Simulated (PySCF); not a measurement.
A species of formula C4H9OP has this rotational fingerprint, computed with wB97X-D/def2-SVPD in PySCF (dipole) on a GFN2-xTB geometry, gas phase:

* Rotational constants: A = 6121, B = 1794, C = 1528 MHz
* Dipole components: |μa| = 0.00 D, |μb| = 3.85 D, |μc| = 0.70 D
* Inertial defect: -33.57 u·Å²
* κ: -0.88

Task: Which candidate fits, each taken in the one conformer that was computed?
A. `[CH2:1]=[CH:2][P@H:3](=[O:4])[CH2:5][CH3:6]` with C1–C2–P3–O4 3°, C2–P3–C5–C6 -175°
B. `[CH3:1][O:2][CH:3]1[CH2:4][PH:5][CH2:6]1` with C1–O2–C3–C4 175°, O2–C3–C4–P5 143°, C3–C4–P5–C6 -18°, C4–P5–C6–C3 17°, O2–C3–C6–P5 -140°

Result: A. It is C=C[P@H](=O)CC, an asymmetric top, point group C1. The candidates at the same level (rigid rotor, commonest isotopes):

```
        SMILES  A (MHz)  B (MHz)  C (MHz)  μa (D)  μb (D)  μc (D)  Δ (u·Å²)  point group                        rotor
      COC1CPC1     7976     1659     1468    1.13    0.78    1.13    -23.78           C1  near-prolate asymmetric top
C=C[P@H](=O)CC     6121     1794     1528    0.00    3.85    0.70    -33.57           C1               asymmetric top
```

`COC1CPC1` has A 30 % too high. No structure here is proved a minimum.
